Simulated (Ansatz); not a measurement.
Elements on the sites of an ideal bcc lattice, at a guessed lattice constant:

```yaml
crystal:
  lattice:
    - [7.95337, 0.00000, 0.00000]
    - [0.00000, 7.95337, 0.00000]
    - [0.00000, 0.00000, 7.95337]
  atoms:
    - { symbol: Mg, position: [0.00000, 0.00000, 0.00000] }
    - { symbol: Mg, position: [0.75000, 0.75000, 0.75000] }
    - { symbol: Si, position: [0.25000, 0.25000, 0.25000] }
    - { symbol: Si, position: [0.25000, 0.75000, 0.25000] }
    - { symbol: Si, position: [0.75000, 0.75000, 0.25000] }
    - { symbol: Si, position: [0.75000, 0.25000, 0.75000] }
    - { symbol: Si, position: [0.25000, 0.75000, 0.75000] }
    - { symbol: Ca, position: [0.50000, 0.00000, 0.00000] }
    - { symbol: Ca, position: [0.00000, 0.50000, 0.00000] }
    - { symbol: Ca, position: [0.00000, 0.00000, 0.50000] }
    - { symbol: Ca, position: [0.50000, 0.50000, 0.00000] }
    - { symbol: Ca, position: [0.50000, 0.00000, 0.50000] }
    - { symbol: Ca, position: [0.75000, 0.25000, 0.25000] }
    - { symbol: Ca, position: [0.00000, 0.50000, 0.50000] }
    - { symbol: Ca, position: [0.25000, 0.25000, 0.75000] }
    - { symbol: Ca, position: [0.50000, 0.50000, 0.50000] }
```

Cell and atoms were relaxed without symmetry on coarser meshes and computed once more. Method: DFT PBE, scalar-relativistic, plane waves, PAW (Ansatz 0.2.0).

Cutoff 420 eV; k points 5×4×4 on the computed 16-atom cell (Γ-centred); Gaussian smearing, width 0.10 eV; no spin polarisation.

The relaxation ran on 2×2×2 (shifted) and then 3×3×3 k points with a smearing of 0.1 eV, from sites shaken by 0.02 Å.

Problem. What does the relaxation give?

Solution. A volume of 26.79 Å³/atom and no gap on the mesh. It lies 0.19 eV/atom below the elements' standard states (static lattices, no corrections for gases). The atoms leave their sites by 0.54 Å (root mean square) and 1.13 Å at most, and the cell stretches by up to 4.2 % at fixed volume, so the lattice hasn't survived.

```yaml
crystal:
  lattice:
    - [7.45563, -0.14527, 0.18149]
    - [-0.14492, 7.65920, -0.12689]
    - [0.18205, -0.12764, 7.51465]
  atoms:
    - { symbol: Mg, position: [0.08263, 0.91807, 0.08435] }
    - { symbol: Mg, position: [0.80566, 0.83376, 0.80359] }
    - { symbol: Si, position: [0.20705, 0.25280, 0.20608] }
    - { symbol: Si, position: [0.27904, 0.72475, 0.27416] }
    - { symbol: Si, position: [0.74462, 0.78990, 0.20854] }
    - { symbol: Si, position: [0.74816, 0.23589, 0.75065] }
    - { symbol: Si, position: [0.20095, 0.79749, 0.74746] }
    - { symbol: Ca, position: [0.46340, 0.97455, 0.00374] }
    - { symbol: Ca, position: [0.01575, 0.55162, 0.01442] }
    - { symbol: Ca, position: [0.00587, 0.97677, 0.46180] }
    - { symbol: Ca, position: [0.49328, 0.52077, 0.99307] }
    - { symbol: Ca, position: [0.49559, 0.98005, 0.49831] }
    - { symbol: Ca, position: [0.79533, 0.20179, 0.16478] }
    - { symbol: Ca, position: [0.99647, 0.52415, 0.49243] }
    - { symbol: Ca, position: [0.16214, 0.20024, 0.79700] }
    - { symbol: Ca, position: [0.49619, 0.51566, 0.49457] }
```

The final mesh leaves forces up to 0.18 eV/Å and stresses up to 0.1 GPa: the relaxation ran on a coarser mesh, so the cell's shape, its bonds and its energy belong partly to that mesh.

Cost: 2 runs of about 7.3 core-minutes in all (earlier runs that led there not counted), on Intel Xeon Platinum 8259CL (Skylake/Cascade Lake) (shared hosts).